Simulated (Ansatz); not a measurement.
The inner images of a band of BH4N + ClH (8 atoms, charge 0, multiplicity 1) are given out of order.

Theory: RKS PBE0/def2-mTZVP in Ansatz.

First end point:

```xyz
8
Properties=species:S:1:pos:R:3
B 0.061 -0.479 0.190
N 0.015 -0.118 1.539
H -0.822 -0.202 2.098
H 0.847 0.020 2.095
H 1.115 -0.475 -0.367
H -0.959 -0.750 -0.364
Cl -0.423 3.228 1.481
H -0.255 1.938 1.326
```

Last end point:

```xyz
8
Properties=species:S:1:pos:R:3
B 0.009 0.425 0.189
N -0.141 0.179 1.785
H -0.318 -0.801 2.000
H 0.705 0.468 2.272
H 0.969 -0.206 -0.164
H -1.036 0.099 -0.305
Cl 0.299 2.265 0.059
H -0.908 0.734 2.159
```

**Question.** Put them in order from the first end to the last, with their energies above the first end.
A.
```xyz
8
Properties=species:S:1:pos:R:3
B 0.011 0.406 0.187
N -0.120 0.194 1.796
H -0.529 -0.709 2.026
H 0.784 0.261 2.257
H 1.028 -0.137 -0.153
H -0.997 -0.035 -0.295
Cl 0.118 2.260 -0.008
H -0.715 0.923 2.186
```
B.
```xyz
8
Properties=species:S:1:pos:R:3
B 0.001 0.382 0.180
N -0.091 0.208 1.810
H -0.704 -0.556 2.083
H 0.820 0.050 2.232
H 1.059 -0.068 -0.165
H -0.967 -0.162 -0.278
Cl -0.072 2.235 -0.067
H -0.466 1.071 2.201
```
C.
```xyz
8
Properties=species:S:1:pos:R:3
B 0.028 -0.224 0.286
N 0.021 -0.165 1.690
H -0.802 -0.360 2.242
H 0.867 -0.139 2.240
H 1.064 -0.084 -0.284
H -1.010 -0.359 -0.284
Cl -0.368 2.821 0.733
H -0.221 1.672 1.375
```
D.
```xyz
8
Properties=species:S:1:pos:R:3
B -0.019 0.154 0.211
N -0.027 0.170 1.788
H -0.811 -0.269 2.259
H 0.845 -0.044 2.261
H 1.058 -0.067 -0.251
H -1.001 -0.333 -0.257
Cl -0.299 2.326 0.245
H -0.166 1.224 1.740
```
E.
```xyz
8
Properties=species:S:1:pos:R:3
B 0.008 -0.059 0.267
N -0.012 0.071 1.743
H -0.810 -0.283 2.256
H 0.851 -0.058 2.255
H 1.065 -0.054 -0.270
H -1.014 -0.326 -0.273
Cl -0.328 2.524 0.506
H -0.180 1.347 1.511
```
F.
```xyz
8
Properties=species:S:1:pos:R:3
B 0.045 -0.356 0.239
N 0.025 -0.197 1.627
H -0.802 -0.350 2.185
H 0.865 -0.125 2.183
H 1.087 -0.256 -0.332
H -0.989 -0.537 -0.329
Cl -0.407 3.131 1.096
H -0.244 1.852 1.327
```
G.
```xyz
8
Properties=species:S:1:pos:R:3
B -0.019 0.324 0.177
N -0.051 0.204 1.808
H -0.817 -0.347 2.184
H 0.819 -0.107 2.231
H 1.065 -0.016 -0.210
H -0.954 -0.283 -0.268
Cl -0.263 2.207 0.008
H -0.200 1.179 2.066
```

**Answer.** F (+0.02 eV), C (+0.14 eV), E (+0.59 eV), D (-0.05 eV), G (-0.70 eV), B (-0.79 eV), A (-0.84 eV).

Time of the run: 4 min on 1 thread of Arm Neoverse V1, with other jobs on the host, peak memory 0.15 GiB.
